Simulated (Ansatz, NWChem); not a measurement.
Worked example: the enthalpy of formation of CH2F2 (difluoromethane)

The species is CH2F2 (5 atoms), meant as a singlet with charge 0. SMILES: `FCF`. The shape is that of a PBE0-D4/def2-TZVP optimisation.

```xyz
5

F    -1.0733    0.1912    0.6983
C     0.0101   -0.0169   -0.0823
F     1.0905   -0.1792    0.7132
H    -0.1427   -0.9329   -0.6595
H     0.1653    0.8642   -0.7111
```

Total energies at BP86/6-31++G** (spherical functions) (NWChem 7.3.0); the atoms run unrestricted:

| species | state | energy (Eh) |
| --- | --- | --- |
| CH2F2 | singlet | -238.993950 |
| F | doublet | -99.721017 |
| C | triplet | -37.837196 |
| H | doublet | -0.499591 |

Harmonic wavenumbers at PBE0-D4/def2-TZVP, in cm⁻¹: 536, 1124, 1143, 1189, 1276, 1462, 1531, 3059, 3130.

Measured heats of formation of the gaseous atoms at 298.15 K, in kJ/mol: F 79.4, C 716.9, H 218.0. Spin-orbit lowering of the atoms at 298 K (mean of the ground term's levels less their thermal mean, from spectra), in kJ/mol: F 1.29, C 0.02. Take 1 Eh = 2625.50 kJ/mol, 1 cm⁻¹ = 0.0119627 kJ/mol, RT = 2.479 kJ/mol.

Task: What heat of formation follows?

Result: 
1. Electronic atomisation energy: 2 × (-99.721017) + (-37.837196) + 2 × (-0.499591) − (-238.993950) = 0.715538 Eh = 1878.6 kJ/mol.
2. Zero-point energy: half the sum of the wavenumbers, 7225 cm⁻¹ = 86.4 kJ/mol.
3. Thermal vibrational enthalpy, Σ hcν̃/(exp(hcν̃/kT) − 1): 0.7 kJ/mol. Translation, rotation and pV of a non-linear molecule: 4 RT = 9.9 kJ/mol.
4. The 5 free atoms carry 5/2 RT each: 31.0 kJ/mol.
5. Spin-orbit coupling lowers the free atoms by 2 × 1.29 + 0.02 = 2.6 kJ/mol.
6. Atomisation enthalpy at 298 K: 1878.6 − 2.6 − 86.4 − 0.7 − 9.9 + 31.0 = 1810.0 kJ/mol.
7. Sum of the atoms' heats of formation: 1311.7 kJ/mol. Heat of formation: 1311.7 − 1810.0 = -498.3 kJ/mol.

The tabulated value is -451.0 kJ/mol (Active Thermochemical Tables), so this level is off by -47.3 kJ/mol, or 2.7 % of the atomisation enthalpy. Gradient-corrected functionals often overbind somewhat. Anharmonicity and any spin-orbit splitting of the molecule are left out.
